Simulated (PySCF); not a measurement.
# Broadened absorption spectrum of C4H6O2

C₄H₆O₂.
Z-matrix (Å and degrees, GFN2-xTB geometry), rows numbered from 1:
```
O 
C   1  1.2039
O   2  1.3441  1  122.30
C   2  1.4774  1  125.89  3  -179.99
C   4  1.5104  2  117.51  1    33.48
C   5  1.4844  4   60.57  2  -106.98
H   3  0.9701  2  109.99  1     0.04
H   4  1.0807  2  114.04  1   179.93
H   5  1.0792  4  116.43  6   108.50
H   5  1.0790  4  117.48  6  -109.92
H   6  1.0792  4  116.38  5  -108.46
H   6  1.0790  4  117.46  5   110.01
```

Theory: PySCF 2.14.0, density-fitted response routines, TDDFT wB97X-D/def2-SVPD, vertical, gas phase, core orbitals frozen in the response.

Computed states:

```
state  E (eV)       f
   S1    6.02  0.0001
   S2    7.84   0.190
   S3    8.05   0.074
   S4    8.25   0.010
   S5    8.69  0.0011
   S6    8.73   0.218
   S7    8.97  0.0033
   S8    9.15   0.014
```

Broadening: Gaussians 0.4 eV wide at half height, area fixed by f = 4.319×10⁻⁹ ∫ε dν̃. The width is an assumption, not a result. The curve ends short of the highest state used, and states not computed would add to its high-energy end.

Question: Give the broadened spectrum and its maxima.

Answer: 
```json
{"λ (nm)": "145.0", "ε (L mol⁻¹ cm⁻¹)": "8805"}
{"λ (nm)": "148.7", "ε (L mol⁻¹ cm⁻¹)": "3052"}
{"λ (nm)": "152.3", "ε (L mol⁻¹ cm⁻¹)": "7691"}
{"λ (nm)": "156.0", "ε (L mol⁻¹ cm⁻¹)": "14857"}
{"λ (nm)": "159.6", "ε (L mol⁻¹ cm⁻¹)": "12882"}
{"λ (nm)": "163.2", "ε (L mol⁻¹ cm⁻¹)": "4633"}
{"λ (nm)": "166.9", "ε (L mol⁻¹ cm⁻¹)": "661"}
{"λ (nm)": "170.5", "ε (L mol⁻¹ cm⁻¹)": "45"}
{"λ (nm)": "174.2", "ε (L mol⁻¹ cm⁻¹)": "1"}
{"λ (nm)": "177.8", "ε (L mol⁻¹ cm⁻¹)": "0"}
{"λ (nm)": "181.5", "ε (L mol⁻¹ cm⁻¹)": "0"}
{"λ (nm)": "185.1", "ε (L mol⁻¹ cm⁻¹)": "0"}
{"λ (nm)": "188.7", "ε (L mol⁻¹ cm⁻¹)": "0"}
{"λ (nm)": "192.4", "ε (L mol⁻¹ cm⁻¹)": "0"}
{"λ (nm)": "196.0", "ε (L mol⁻¹ cm⁻¹)": "1"}
{"λ (nm)": "199.7", "ε (L mol⁻¹ cm⁻¹)": "2"}
{"λ (nm)": "203.3", "ε (L mol⁻¹ cm⁻¹)": "3"}
{"λ (nm)": "206.9", "ε (L mol⁻¹ cm⁻¹)": "3"}
{"λ (nm)": "210.6", "ε (L mol⁻¹ cm⁻¹)": "2"}
{"λ (nm)": "214.2", "ε (L mol⁻¹ cm⁻¹)": "1"}
{"λ (nm)": "217.9", "ε (L mol⁻¹ cm⁻¹)": "1"}
{"λ (nm)": "221.5", "ε (L mol⁻¹ cm⁻¹)": "0"}
{"λ (nm)": "225.1", "ε (L mol⁻¹ cm⁻¹)": "0"}
{"λ (nm)": "228.8", "ε (L mol⁻¹ cm⁻¹)": "0"}
```

Maxima: 157 nm (7.89 eV), ε about 16000, made up of S2 (79%) and S3 (20%) (ε in L mol⁻¹ cm⁻¹; maxima over ε = 5, shares over 10%). At its high-energy end, 8.55 eV, the curve is still rising (ε about 8800, from S6).

Question: Coming from long wavelengths, where does ε first pass 100 L mol⁻¹ cm⁻¹?

Answer: At about 170 nm (7.31 eV), 1.30 eV above S1.

Question: What would ε be at 7.89 eV, the highest of these maxima, with half the width (0.2 eV)?

Answer: About 23600 L mol⁻¹ cm⁻¹ against 15600, a factor of about 1.5; a lone state at its own centre would give exactly 2.

The run took 32 s of wall time on one thread of an x86-64 server, on a shared host.

One conformer stands for the species.
